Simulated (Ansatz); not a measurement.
Reaction (SMILES): C[SiH2] (CH3-SiH2) → C[SiH2-] (an electron is taken up)
B3LYP-D3(BJ)/def2-TZVP geometries, fixed; electronic energies without zero-point terms; positive where energy is released.
Largest species:
```xyz
7

C     -0.0008     0.0642    -1.2011
Si     0.0002     0.0478     0.6809
H      0.0023    -0.9574    -1.5919
H     -0.8865     0.5712    -1.5864
H      0.8811     0.5770    -1.5873
H     -1.2107    -0.6263     1.2208
H      1.2161    -0.6184     1.2195
```
Charge 0, spin multiplicity 2.

How fast the adiabatic electron affinity converges with the basis for several methods (Ansatz, a quantum-chemistry and plane-wave program): deviation from each method's own reference, in eV. References: PBE 1.054 eV, the value in aug-pcseg-3; PBE0 0.946 eV, the value in aug-pcseg-3; r2SCAN 0.889 eV, the value in aug-pcseg-3. Cartesian d functions, on some or all atoms, in 6-31G*, 6-311+G**; all else is spherical. Open shells are unrestricted. No added dispersion term, no relativity. 

```csv
basis,functions,PBE,PBE0,r2SCAN
pcseg-0,32,(withheld),-0.029,-0.011
6-31G*,44,(withheld),-0.257,-0.255
6-311+G**,83,(withheld),0.027,0.035
def2-TZVP,98,(withheld),-0.104,-0.097
cc-pV(T+d)Z,139,(withheld),-0.135,-0.128
jun-cc-pV(T+d)Z,157,(withheld),0.005,0.010
"6-311++G(3df,3pd)",176,(withheld),0.001,0.000
def2-QZVPPD,304,(withheld),-0.015,-0.016
```

**Question.** Some entries are withheld; supply them.

**Answer.** 
- pcseg-0, PBE: -0.160
- 6-31G*, PBE: -0.350
- 6-311+G**, PBE: 0.011
- def2-TZVP, PBE: -0.142
- cc-pV(T+d)Z, PBE: -0.177
- jun-cc-pV(T+d)Z, PBE: 0.001
- 6-311++G(3df,3pd), PBE: -0.004
- def2-QZVPPD, PBE: -0.024

Mean absolute deviation over 6-311+G**, def2-TZVP, cc-pV(T+d)Z, jun-cc-pV(T+d)Z, 6-311++G(3df,3pd): r2SCAN 0.054, PBE0 0.054, PBE 0.067 eV.
